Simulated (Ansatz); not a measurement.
# NaSiH2+ (SMILES [Na][SiH2+]): one structure at several levels

How do the functionals fare away from a minimum? The structure is a structure displaced at random from a GFN2-xTB minimum.

The runs use Ansatz 0.2.0, Gaussian basis; single points in def2-TZVPP.

Correlated methods freeze the cores. The outer core shell of Li, Na, Mg and K is correlated.

**1. The starting structure**

SMILES `[Na][SiH2+]`, 4 atoms, charge 1, spin multiplicity 1.

Atoms are counted from 1 here; the program's logs count them from 0.

Bond lengths: Na1–Si2 2.960 Å, Si2–H3 1.507 Å, Si2–H4 1.539 Å. Angles: Na1–Si2–H3 129.2°, Na1–Si2–H4 128.8°, H3–Si2–H4 102.0°.

As a file:

```xyz
4
H2NaSi
Na   -2.51930    1.16910   -0.29400
Si    0.15040   -0.07240    0.00840
H     0.66020   -1.38040   -0.53840
H     1.36360    0.43290    0.80890
```

**2. CCSD(T)/def2-TZVPP**

run/in.yaml reads:

```yaml
crystal:
  periodic: [false, false, false]
  atoms:
    - {symbol: Na, position_ang: [-2.519300, 1.169100, -0.294000]}
    - {symbol: Si, position_ang: [0.150400, -0.072400, 0.008400]}
    - {symbol: H, position_ang: [0.660200, -1.380400, -0.538400]}
    - {symbol: H, position_ang: [1.363600, 0.432900, 0.808900]}
basis:
  gaussian: {orbitals: def2-TZVPP}
total_charge: 1
correlation: {method: ccsd_t}
output: {forces: true}
```

The command line of these runs was not kept.

**3. PBE0-D4/def2-TZVPP**

Changes to run/in.yaml since step 2:

```diff
@@ -10,3 +10,3 @@
 total_charge: 1
-correlation: {method: ccsd_t}
-output: {forces: true}
+hamiltonian: {xc: pbe0, dispersion: d4}
+output: {forces: true, orbitals: {seedname: orbitals}}
```

**4. wB97M-V/def2-TZVPP**

Changes to run/in.yaml since step 3:

```diff
@@ -10,3 +10,3 @@
 total_charge: 1
-hamiltonian: {xc: pbe0, dispersion: d4}
-output: {forces: true, orbitals: {seedname: orbitals}}
+hamiltonian: {xc: {name: wB97M-V}}
+output: {forces: true}
```

**5. r2SCAN-D4/def2-TZVPP**

Changes to run/in.yaml since step 4:

```diff
@@ -10,3 +10,3 @@
 total_charge: 1
-hamiltonian: {xc: {name: wB97M-V}}
+hamiltonian: {xc: r2scan, dispersion: d4}
 output: {forces: true}
```

**6. PBE-D4/def2-TZVPP**

Changes to run/in.yaml since step 5:

```diff
@@ -10,3 +10,3 @@
 total_charge: 1
-hamiltonian: {xc: r2scan, dispersion: d4}
+hamiltonian: {xc: pbe, dispersion: d4}
 output: {forces: true}
```

**7. wB97X-V/def2-TZVPP**

Changes to run/in.yaml since step 6:

```diff
@@ -10,3 +10,3 @@
 total_charge: 1
-hamiltonian: {xc: pbe, dispersion: d4}
+hamiltonian: {xc: {name: wB97X-V}}
 output: {forces: true}
```

**8. BHLYP-D4/def2-TZVPP**

Changes to run/in.yaml since step 7:

```diff
@@ -10,3 +10,3 @@
 total_charge: 1
-hamiltonian: {xc: {name: wB97X-V}}
+hamiltonian: {xc: {name: BHLYP}, dispersion: d4}
 output: {forces: true}
```

(Steps that only read results are left out.)

**Question.** What will these runs give? Wanted: energy less free atoms, CCSD(T)/def2-TZVPP; RMS force component; RMS force error; HOMO and LUMO, PBE0-D4; T1 diagnostic.

The runs gave:

| quantity | value |
| --- | --- |
| energy less free atoms, CCSD(T)/def2-TZVPP | -206.4 kJ/mol |
| RMS force component | 0.181 to 0.380 eV/Å over the methods |
| RMS force error | PBE0-D4 0.063, wB97M-V 0.034, r2SCAN-D4 0.056, PBE-D4 0.168, wB97X-V 0.016, BHLYP-D4 0.090 eV/Å |
| HOMO and LUMO, PBE0-D4 | -11.89 and -7.72 eV |
| T1 diagnostic | 0.010 |

Against CCSD(T) the functionals' energies less atoms differ by -23.4 to +21.1 kJ/mol, PBE-D4 by +21.1 kJ/mol. The reference is not at the basis limit: in triple zeta CCSD(T) underbinds, which counts against methods that bind more; the gaps are no ranking. On forces the order runs from wB97X-V to PBE-D4. Frozen-core CCSD(T) forces in triple zeta carry basis errors of their own, and this is one geometry, so small gaps rank nothing. The restricted Hartree–Fock reference is unstable towards an unrestricted one at one or more of these structures.
